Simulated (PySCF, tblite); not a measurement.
Species: C5H11N.
Geometry (GFN2-xTB, Å), atoms numbered from 1 in this order:
```xyz
17
C5H11N angstrom
C      2.1662   -0.9967    0.4584
C      0.9645   -1.0333   -0.1110
N      0.2322    0.0292   -0.5881
C      0.7145    1.3632   -0.3319
C     -1.1979   -0.1323   -0.6994
C     -1.9394    0.0071    0.6340
H      2.6669   -1.9103    0.7214
H      2.6952   -0.0854    0.6682
H      0.4857   -1.9886   -0.2861
H      0.7363    1.6110    0.7368
H      1.7263    1.4575   -0.7271
H      0.0744    2.0787   -0.8457
H     -1.3949   -1.1226   -1.1201
H     -1.5722    0.6151   -1.4067
H     -1.5536   -0.7140    1.3512
H     -1.8089    1.0061    1.0432
H     -3.0022   -0.1725    0.4932
```

Level of theory: PBE0/pcSseg-1 in PySCF (dipole) on a GFN2-xTB geometry, gas phase.

Take the most abundant isotopes and a rigid rotor. The values belong to one conformer with, in the numbering `[CH2:1]=[CH:2][N:3]([CH3:4])[CH2:5][CH3:6]`, C1–C2–N3–C4 -8°, C2–N3–C5–C6 78°.

(1) What are A, B and C (MHz)?

(2) What kind of rotor is it?

(3) Is it planar, by Δ = Ic − Ia − Ib?

(4) List the rotational levels J(Ka,Kc) to J = 5 (cm⁻¹).

(5) Predict some low-J microwave lines.

(6) Estimate the classical rotational partition function at 25 K, 200 K and 500 K.

Answers

(1) Ia = 88.52, Ib = 203.58, Ic = 242.62 u·Å²; 505379 MHz·u·Å²/I gives A = 5709, B = 2482, C = 2083 MHz.

(2) An asymmetric top. Ray's parameter κ = (2B − A − C)/(A − C) = -0.780; −1 is the prolate and +1 the oblate limit.

(3) Not planar: Δ = Ic − Ia − Ib = -49.48 u·Å². For a rigid frame Δ = −2 Σ m c², so Σ m c² = 24.74 u·Å² lies off the ab plane: 9.38 from hydrogen and 15.36 from heavier atoms. The atom farthest from that plane is 1.35 Å away.

(4) Above 0(0,0):
J = 1: 1(0,1) 0.1523, 1(1,1) 0.2599, 1(1,0) 0.2732
J = 2: 2(0,2) 0.4557, 2(1,2) 0.5512, 2(1,1) 0.5911, 2(2,1) 0.9140, 2(2,0) 0.9152
J = 3: 3(0,3) 0.9080, 3(1,3) 0.9873, 3(1,2) 1.0672, 3(2,2) 1.3709, 3(2,1) 1.3766, 3(3,1) 1.9430, 3(3,0) 1.9431
J = 4: 4(0,4) 1.5060, 4(1,4) 1.5677, 4(1,3) 1.7005, 4(2,3) 1.9791, 4(2,2) 1.9960, 4(3,2) 2.5543, 4(3,1) 2.5547, 4(4,1) 3.3523, 4(4,0) 3.3524
J = 5: 5(0,5) 2.2465, 5(1,5) 2.2914, 5(1,4) 2.4895, 5(2,4) 2.7380, 5(2,3) 2.7758, 5(3,3) 3.3191, 5(3,2) 3.3209, 5(4,2) 4.1164, 5(4,1) 4.1164, 5(5,1) 5.1425, 5(5,0) 5.1425

(5) The dipole components are |μa| = 1.63 D, |μb| = 0.43 D, |μc| = 0.00 D. Intensities carry the squares of the components, which stand as 1.00 : 0.07 : 0.00 (a : b : c). Some lines, for components of 0.1 D or more:

| type | branch | J(Ka,Kc) | MHz | lower level (cm⁻¹) |
| --- | --- | --- | --- | --- |
| a | Q | 2(1,1) ← 2(1,2) | 1198 | 0.551 |
| a | Q | 4(1,3) ← 4(1,4) | 3981 | 1.568 |
| b | R | 3(1,2) ← 2(2,1) | 4593 | 0.914 |
| b | Q | 4(2,2) ← 4(1,3) | 8859 | 1.700 |
| a | R | 2(0,2) ← 1(0,1) | 9096 | 0.152 |
| b | Q | 3(2,1) ← 3(1,2) | 9275 | 1.067 |
| b | R | 4(1,3) ← 3(2,2) | 9882 | 1.371 |
| a | R | 3(2,2) ← 2(2,1) | 13696 | 0.914 |
| b | Q | 4(3,2) ← 4(2,3) | 17243 | 1.979 |
| a | R | 4(3,1) ← 3(3,0) | 18338 | 1.943 |
| b | R | 4(3,2) ← 3(2,1) | 35306 | 1.377 |
| b | R | 4(3,1) ← 3(2,2) | 35491 | 1.371 |
| b | R | 4(4,1) ← 3(3,0) | 42250 | 1.943 |

(6) Point group C1, symmetry number σ = 1; q = (√π/σ)·√((kT/h)³/(ABC)), k/h = 20836.6 MHz/K: 3880 at 25 K, 87800 at 200 K, 347000 at 500 K.

Its GFN2-xTB frequencies are all real (lowest 79 cm⁻¹). No vibrational averaging or centrifugal distortion is included, and the geometry carries the error of its method. A rigid rotor knows nothing of internal rotation, which can split or shift real lines. Quadrupole hyperfine structure (14N) is left out.
